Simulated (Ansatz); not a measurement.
AlH2(OH) (AlOH3), relaxed as a singlet with RKS r2SCAN-D4/def2-TZVP in Ansatz, starting from the GFN2-xTB geometry. Force threshold 0.02 eV/Å.

Start:

```xyz
5

Al    0.2960   -0.0117   -0.4489
H     1.3354    1.0827   -0.7098
H     0.1027   -1.1408   -1.4649
O    -0.6075    0.0251    0.9147
H    -1.1267    0.0446    1.7089
```

(1) Estimate the energy that the relaxation releases and the steps that it takes.

(2) Does the start keep its bonding and symmetry?

(3) Predict the relaxed structure.

Results:

(1) 4.4 kcal/mol, in 10 steps; 7.5 s on 4 threads of Arm Neoverse V2 on a shared host. No frequencies were taken in this run, so the end may be a saddle point.

(2) By distances, no bond broke or formed. The bond that changes most is Al1–O4, from 1.64 to 1.70 Å (atoms count from 1). Point group C2v at the start, Cs at the end, both within 0.05 Å.

(3) 
```tsv
atom	x (Å)	y (Å)	z (Å)
Al1	0.245	-0.074	-0.444
H2	1.244	1.152	-0.498
H3	0.133	-1.182	-1.559
O4	-0.800	-0.254	0.881
H5	-0.822	0.358	1.619
```
Bond lengths: 1 × Al–O 1.70 Å; 2 × Al–H 1.58 Å; 1 × H–O 0.96 Å.
